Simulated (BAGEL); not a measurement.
# CH7AlSi (SMILES [CH3][AlH][SiH3]), step by step

Aim: a single-point energy (HF/def2-SV(P)), then the energy (NEVPT2(2,2)/def2-SV(P)), then a single-point energy (CASPT2(2,2)/def2-SV(P)) of CH7AlSi. 

Program for the calculation: BAGEL 1.2.2.

2 further runs of the same task are left out: 2 set aside as unsound or not needed.

**1. The structure to begin with**

CH7AlSi has 10 atoms, charge 0, and is taken as a singlet. As SMILES, `[CH3][AlH][SiH3]`. The coordinates come from a PBE0-D4/def2-TZVP relaxation.

Bond lengths: C1–Al2 1.953 Å, Al2–Si3 2.461 Å, C1–H4 1.096 Å, C1–H5 1.092 Å, C1–H6 1.096 Å, Al2–H7 1.593 Å, Si3–H8 1.494 Å, Si3–H9 1.494 Å, Si3–H10 1.490 Å. Some angles: C1–Al2–Si3 120.6°, C1–Al2–H7 118.9°, Si3–Al2–H7 120.4°, Al2–C1–H4 110.5°, Al2–C1–H5 113.7°, Al2–C1–H6 110.2°, Al2–Si3–H8 110.9°, Al2–Si3–H9 110.7°, Al2–Si3–H10 114.1°, H4–C1–H5 108.0°.

**2. A single-point energy at HF/def2-SV(P) (density fitting with svp-jkfit) (run 1)**

Input file calc.json:

```json
{ "bagel" : [

{
  "title" : "molecule",
  "basis" : "def2-sv_p_.json",
  "df_basis" : "svp-jkfit",
  "angstrom" : true,
  "geometry" : [
    { "atom" : "C", "xyz" : [      -1.428389,       0.967216,      -0.792401 ] },
    { "atom" : "Al", "xyz" : [       0.409111,       0.309516,      -0.720901 ] },
    { "atom" : "Si", "xyz" : [       1.161711,      -1.107284,       1.145399 ] },
    { "atom" : "H", "xyz" : [      -1.909189,       0.659316,      -1.727501 ] },
    { "atom" : "H", "xyz" : [      -2.050589,       0.624116,       0.036599 ] },
    { "atom" : "H", "xyz" : [      -1.437989,       2.063016,      -0.790401 ] },
    { "atom" : "H", "xyz" : [       1.416911,       0.709216,      -1.887701 ] },
    { "atom" : "H", "xyz" : [       0.334900,      -2.347600,       1.241000 ] },
    { "atom" : "H", "xyz" : [       1.000211,      -0.394984,       2.448499 ] },
    { "atom" : "H", "xyz" : [       2.586611,      -1.533584,       1.050399 ] }
  ]
},

{
  "title" : "hf",
  "charge" : 0
},

{
  "title" : "print",
  "file" : "orbitals.molden",
  "orbitals" : true
}

]}
```

The basis set def2-SV(P) is read from a file made from the Basis Set Exchange's data (not shown).

The run is started by

```bash
$ BAGEL_NUM_THREADS=1 BAGEL calc.json > calc.out
```

Log:

```text
* using 1 threads per process

  ===============================================================
  ===============================================================

  *** Geometry ***

  { "atom" : "C", "xyz" : [     -2.699264,      1.827773,     -1.497421 ] },
  { "atom" : "Al", "xyz" : [      0.773108,      0.584900,     -1.362305 ] },
  { "atom" : "Si", "xyz" : [      2.195316,     -2.092464,      2.164490 ] },
  { "atom" : "H", "xyz" : [     -3.607844,      1.245927,     -3.264504 ] },
  { "atom" : "H", "xyz" : [     -3.875052,      1.179408,      0.069162 ] },
  { "atom" : "H", "xyz" : [     -2.717405,      3.898535,     -1.493641 ] },
  { "atom" : "H", "xyz" : [      2.677574,      1.340224,     -3.567238 ] },
  { "atom" : "H", "xyz" : [      0.632869,     -4.436321,      2.345150 ] },
  { "atom" : "H", "xyz" : [      1.890125,     -0.746412,      4.626993 ] },
  { "atom" : "H", "xyz" : [      4.887986,     -2.898054,      1.984966 ] },

  Number of auxiliary basis functions:      457

  Since a DF basis is specified, we compute 2- and 3-index integrals:
    o Being stored without compression. Storage requirement is 0.015 GB

  Number of basis functions:       64
  Number of electrons      :       40

    * METHOD: MOLECULE                             0.15

  *** RHF ***

  === Nuclear Repulsion ===
   127.8155998243

      * DIIS with orbital gradients will be used.

  === RHF iteration (def2-sv_p_.json) ===
      0       -572.44511084          0.01566468           0.03
      1       -572.54434685          0.00709006           0.03
      2       -572.56370618          0.00147686           0.03
      3       -572.56511236          0.00014293           0.03
      4       -572.56512991          0.00002671           0.03
      5       -572.56513053          0.00000684           0.03
      6       -572.56513057          0.00000191           0.03
      7       -572.56513058          0.00000041           0.03
      8       -572.56513058          0.00000013           0.03
      9       -572.56513058          0.00000005           0.03
     10       -572.56513058          0.00000001           0.03
     11       -572.56513058          0.00000000           0.03
    * SCF iteration converged.

    * Permanent dipole moment:
           (    0.290375,    -0.231370,     0.221609) a.u.

    * METHOD: HF                                   0.48

    * METHOD: PRINT                                0.01

  ===============================================================
```

Run time: 0.89 s. Hardware: 1 thread of Arm Neoverse V2, shared host; peak memory 0.14 GiB.

**3. The energy at NEVPT2(2,2)/def2-SV(P) (density fitting with svp-jkfit) (run 2)**

Input file nevpt2.json:

```json
{ "bagel" : [

{
  "title" : "molecule",
  "basis" : "def2-sv_p_.json",
  "df_basis" : "svp-jkfit",
  "angstrom" : true,
  "geometry" : [
    { "atom" : "C", "xyz" : [   -1.428389,    0.967216,   -0.792401 ] },
    { "atom" : "Al", "xyz" : [    0.409111,    0.309516,   -0.720901 ] },
    { "atom" : "Si", "xyz" : [    1.161711,   -1.107284,    1.145399 ] },
    { "atom" : "H", "xyz" : [   -1.909189,    0.659316,   -1.727501 ] },
    { "atom" : "H", "xyz" : [   -2.050589,    0.624116,    0.036599 ] },
    { "atom" : "H", "xyz" : [   -1.437989,    2.063016,   -0.790401 ] },
    { "atom" : "H", "xyz" : [    1.416911,    0.709216,   -1.887701 ] },
    { "atom" : "H", "xyz" : [    0.334900,   -2.347600,    1.241000 ] },
    { "atom" : "H", "xyz" : [    1.000211,   -0.394984,    2.448499 ] },
    { "atom" : "H", "xyz" : [    2.586611,   -1.533584,    1.050399 ] }
  ]
},
{
  "title" : "hf",
  "charge" : 0
},
{
  "title" : "casscf",
  "nstate" : 1,
  "nact" : 2,
  "nclosed" : 19,
  "charge" : 0,
  "nspin" : 0,
  "active" : [18, 25],
  "maxiter" : 200,
  "natocc" : true
},
{
  "title" : "nevpt2",
  "nstate" : 1,
  "nact" : 2,
  "nclosed" : 19,
  "charge" : 0,
  "nspin" : 0,
  "active" : [18, 25],
  "maxiter" : 200,
  "natocc" : true,
  "ncore" : 11
},
{
  "title" : "print",
  "file" : "orbitals.molden",
  "orbitals" : true
}

]}
```

The basis set def2-SV(P) is read from a file made from the Basis Set Exchange's data (not shown).

The run is started by

```bash
$ BAGEL_NUM_THREADS=1 BAGEL nevpt2.json > nevpt2.out
```

Log:

```text
* using 1 threads per process

  ===============================================================
  ===============================================================

  *** Geometry ***

  { "atom" : "C", "xyz" : [     -2.699264,      1.827773,     -1.497421 ] },
  { "atom" : "Al", "xyz" : [      0.773108,      0.584900,     -1.362305 ] },
  { "atom" : "Si", "xyz" : [      2.195316,     -2.092464,      2.164490 ] },
  { "atom" : "H", "xyz" : [     -3.607844,      1.245927,     -3.264504 ] },
  { "atom" : "H", "xyz" : [     -3.875052,      1.179408,      0.069162 ] },
  { "atom" : "H", "xyz" : [     -2.717405,      3.898535,     -1.493641 ] },
  { "atom" : "H", "xyz" : [      2.677574,      1.340224,     -3.567238 ] },
  { "atom" : "H", "xyz" : [      0.632869,     -4.436321,      2.345150 ] },
  { "atom" : "H", "xyz" : [      1.890125,     -0.746412,      4.626993 ] },
  { "atom" : "H", "xyz" : [      4.887986,     -2.898054,      1.984966 ] },

  Number of auxiliary basis functions:      457

  Since a DF basis is specified, we compute 2- and 3-index integrals:
    o Being stored without compression. Storage requirement is 0.015 GB

  Number of basis functions:       64
  Number of electrons      :       40

    * METHOD: MOLECULE                             0.15

  *** RHF ***

  === Nuclear Repulsion ===
   127.8155998243

      * DIIS with orbital gradients will be used.

  === RHF iteration (def2-sv_p_.json) ===
      0       -572.44511084          0.01566468           0.03
      1       -572.54434685          0.00709006           0.03
      2       -572.56370618          0.00147686           0.03
      3       -572.56511236          0.00014293           0.03
      4       -572.56512991          0.00002671           0.03
      5       -572.56513053          0.00000684           0.03
      6       -572.56513057          0.00000191           0.03
      7       -572.56513058          0.00000041           0.03
      8       -572.56513058          0.00000013           0.03
      9       -572.56513058          0.00000005           0.03
     10       -572.56513058          0.00000001           0.03
     11       -572.56513058          0.00000000           0.03
    * SCF iteration converged.

    * Permanent dipole moment:
           (    0.290375,    -0.231370,     0.221609) a.u.

    * METHOD: HF                                   0.48

  ---------------------------
      CASSCF calculation
  ---------------------------

    ==== Active orbitals : =====
         Orbital 18
         Orbital 25
    ============================

    * nstate   :      1
    * nclosed  :     19
    * nact     :      2
    * nvirt    :     43
  === CASSCF iteration (def2-sv_p_.json) ===

    * Using the second-order algorithm

      0  0      -572.56602053     1.74e-04      0.01

      1  0      -572.56910372     2.01e-04      0.16

      2  0      -572.56944548     9.40e-05      0.22

      3  0      -572.56945859     3.84e-05      0.23

      4  0      -572.56945876     1.15e-05      0.20

      5  0      -572.56945881     4.10e-06      0.20

      6  0      -572.56945882     1.28e-06      0.20

      7  0      -572.56945882     3.83e-07      0.21

      8  0      -572.56945882     1.12e-07      0.21

      9  0      -572.56945882     3.26e-08      0.20

     10  0      -572.56945882     9.42e-09      0.16

    * Second-order optimization converged. *

     guess   0:   closed 1.                   open ..

  === FCI iteration ===

      0  0      -572.56509134     3.75e-02      0.00
      1  0      -572.56945038     1.21e-03      0.00
      2  0 *    -572.56945882     3.01e-16      0.00

     * ci vector, state   0, <S^2> = 0.0000
       2.     0.9983042104
       .2    -0.0582125722

    * METHOD: CASSCF                               2.07

    * freezing 11 orbitals

  === DF-NEVPT2 calculation ===

    * 3-index integral transformation done
    * assembly done

      NEVPT2 correlation energy:   -0.2596856246      0.06

          (+0)     -0.2186967120
          (+0)'    -0.0155712280
          (+1)     -0.0033603485
          (+1)'    -0.0000000000
          (+2)     -0.0012078875
          (-1)     -0.0158747653
          (-1)'     0.0000000000
          (-2)     -0.0049746832

      NEVPT2 total energy:       -572.8291444416

    * METHOD: NEVPT2                               0.12

    * METHOD: PRINT                                0.01

  ===============================================================
```

It took 3.3 s on 1 thread of Arm Neoverse V2, shared host; peak memory 0.14 GiB.

**4. The energy at CASPT2(2,2)/def2-SV(P) (density fitting with svp-jkfit) (run 3)**

Input file input.json:

```json
{ "bagel": [

{
  "title": "molecule",
  "basis": "def2-sv_p_.json",
  "df_basis": "svp-jkfit",
  "angstrom": "true",
  "geometry": [
    { "atom": "C", "xyz": [      -1.428389,       0.967216,      -0.792401 ] },
    { "atom": "Al", "xyz": [       0.409111,       0.309516,      -0.720901 ] },
    { "atom": "Si", "xyz": [       1.161711,      -1.107284,       1.145399 ] },
    { "atom": "H", "xyz": [      -1.909189,       0.659316,      -1.727501 ] },
    { "atom": "H", "xyz": [      -2.050589,       0.624116,       0.036599 ] },
    { "atom": "H", "xyz": [      -1.437989,       2.063016,      -0.790401 ] },
    { "atom": "H", "xyz": [       1.416911,       0.709216,      -1.887701 ] },
    { "atom": "H", "xyz": [       0.334900,      -2.347600,       1.241000 ] },
    { "atom": "H", "xyz": [       1.000211,      -0.394984,       2.448499 ] },
    { "atom": "H", "xyz": [       2.586611,      -1.533584,       1.050399 ] }
  ]
},

{ "title": "hf", "charge": 0 },

{ "title": "casscf", "nstate": 1, "nact": 2, "nclosed": 19, "charge": 0, "active": [18, 25], "maxiter": 200, "natocc": "true" },

{ "title": "print", "file": "orbitals.molden", "orbitals": "true" },

{ "title": "smith", "method": "caspt2", "ms": "true", "xms": "true", "sssr": "true", "shift": 0.2, "shift_imag": "true", "ncore": 11 }

]}
```

The basis set def2-SV(P) is read from a file made from the Basis Set Exchange's data (not shown).

The run is started by

```bash
$ BAGEL_NUM_THREADS=1 BAGEL input.json > input.out
```

Log:

```text
* using 1 threads per process

  ===============================================================
  ===============================================================

  *** Geometry ***

  { "atom" : "C", "xyz" : [     -2.699264,      1.827773,     -1.497421 ] },
  { "atom" : "Al", "xyz" : [      0.773108,      0.584900,     -1.362305 ] },
  { "atom" : "Si", "xyz" : [      2.195316,     -2.092464,      2.164490 ] },
  { "atom" : "H", "xyz" : [     -3.607844,      1.245927,     -3.264504 ] },
  { "atom" : "H", "xyz" : [     -3.875052,      1.179408,      0.069162 ] },
  { "atom" : "H", "xyz" : [     -2.717405,      3.898535,     -1.493641 ] },
  { "atom" : "H", "xyz" : [      2.677574,      1.340224,     -3.567238 ] },
  { "atom" : "H", "xyz" : [      0.632869,     -4.436321,      2.345150 ] },
  { "atom" : "H", "xyz" : [      1.890125,     -0.746412,      4.626993 ] },
  { "atom" : "H", "xyz" : [      4.887986,     -2.898054,      1.984966 ] },

  Number of auxiliary basis functions:      457

  Since a DF basis is specified, we compute 2- and 3-index integrals:
    o Being stored without compression. Storage requirement is 0.015 GB

  Number of basis functions:       64
  Number of electrons      :       40

    * METHOD: MOLECULE                             0.15

  *** RHF ***

  === Nuclear Repulsion ===
   127.8155998243

      * DIIS with orbital gradients will be used.

  === RHF iteration (def2-sv_p_.json) ===
      0       -572.44511084          0.01566468           0.03
      1       -572.54434685          0.00709006           0.03
      2       -572.56370618          0.00147686           0.03
      3       -572.56511236          0.00014293           0.03
      4       -572.56512991          0.00002671           0.03
      5       -572.56513053          0.00000684           0.03
      6       -572.56513057          0.00000191           0.03
      7       -572.56513058          0.00000041           0.03
      8       -572.56513058          0.00000013           0.03
      9       -572.56513058          0.00000005           0.03
     10       -572.56513058          0.00000001           0.03
     11       -572.56513058          0.00000000           0.03
    * SCF iteration converged.

    * Permanent dipole moment:
           (    0.290375,    -0.231370,     0.221609) a.u.

    * METHOD: HF                                   0.48

  ---------------------------
      CASSCF calculation
  ---------------------------

    ==== Active orbitals : =====
         Orbital 18
         Orbital 25
    ============================

    * nstate   :      1
    * nclosed  :     19
    * nact     :      2
    * nvirt    :     43
  === CASSCF iteration (def2-sv_p_.json) ===

    * Using the second-order algorithm

      0  0      -572.56602053     1.74e-04      0.01

      1  0      -572.56910372     2.01e-04      0.23

      2  0      -572.56944548     9.40e-05      0.27

      3  0      -572.56945859     3.84e-05      0.26

      4  0      -572.56945876     1.15e-05      0.26

      5  0      -572.56945881     4.10e-06      0.25

      6  0      -572.56945882     1.28e-06      0.25

      7  0      -572.56945882     3.83e-07      0.26

      8  0      -572.56945882     1.12e-07      0.27

      9  0      -572.56945882     3.26e-08      0.25

     10  0      -572.56945882     9.42e-09      0.19

    * Second-order optimization converged. *

     guess   0:   closed 1.                   open ..

  === FCI iteration ===

      0  0      -572.56509134     3.75e-02      0.00
      1  0      -572.56945038     1.21e-03      0.00
      2  0 *    -572.56945882     3.01e-16      0.00

     * ci vector, state   0, <S^2> = 0.0000
       2.     0.9983042104
       .2    -0.0582125722

    * METHOD: CASSCF                               2.58

    * METHOD: PRINT                                0.01

  === SMITH program ===

    * freezing 11 orbitals

    * Approximate memory requirement for SMITH calulation per MPI process:
      o Storage requirement for T-amplitude, lambda, and residual is 0.01 GB
      o Storage requirement for MO integrals is 0.00 GB
    * Calculating and saving rdm4f

    * Zeroth order energy : state  0       -0.9384365293

    * CASPT2 iteration is performed using orthogonal basis

      -------------------------------------------  CASPT2 iteration  ---------------------------------------------------
       #      aibj      arbs      arbi      airj      risj      airs      arst      rist         Etot      error   time
      ------------------------------------------------------------------------------------------------------------------

       0  -0.21711  -0.00598  -0.01536  -0.00362  -0.00145  -0.01255  -0.00000  -0.00000   -0.2560768  0.0021216   0.02
       1  -0.21732  -0.00599  -0.01546  -0.00384  -0.00161  -0.01299  -0.00000  -0.00000   -0.2572188  0.0004917   0.02
       2  -0.21735  -0.00600  -0.01543  -0.00387  -0.00163  -0.01304   0.00000  -0.00000   -0.2573111  0.0001228   0.02
       3  -0.21735  -0.00600  -0.01544  -0.00386  -0.00165  -0.01302   0.00000   0.00000   -0.2573151  0.0000329   0.02
       4  -0.21735  -0.00599  -0.01544  -0.00386  -0.00165  -0.01302   0.00000  -0.00000   -0.2573155  0.0000055   0.02
       5  -0.21735  -0.00599  -0.01544  -0.00386  -0.00165  -0.01302   0.00000   0.00000   -0.2573155  0.0000015   0.02
       6  -0.21735  -0.00599  -0.01544  -0.00386  -0.00165  -0.01302  -0.00000   0.00000   -0.2573155  0.0000003   0.02

      ------------------------------------------------------------------------------------------------------------------

    * CASPT2 energy : state  0     -572.8289868340
        w/o shift correction       -572.8267743100
        reference weight              0.8989239501

    * METHOD: SMITH                                0.25

  ===============================================================
```

Run time: 3.9 s. Hardware: 1 thread of Arm Neoverse V2, shared host; peak memory 0.14 GiB.

**5. Outcome**

```
                                   quantity          value
         run 1, HF/def2-SV(P): total energy  -572.56513 Eh
        run 1, HF/def2-SV(P): dipole moment         1.10 D
          run 1, HF/def2-SV(P): HOMO energy       -9.95 eV
          run 1, HF/def2-SV(P): LUMO energy        1.05 eV
        run 1, HF/def2-SV(P): HOMO–LUMO gap       11.00 eV
run 2, NEVPT2(2,2)/def2-SV(P): total energy  -572.82914 Eh
run 3, CASPT2(2,2)/def2-SV(P): total energy  -572.82899 Eh
```
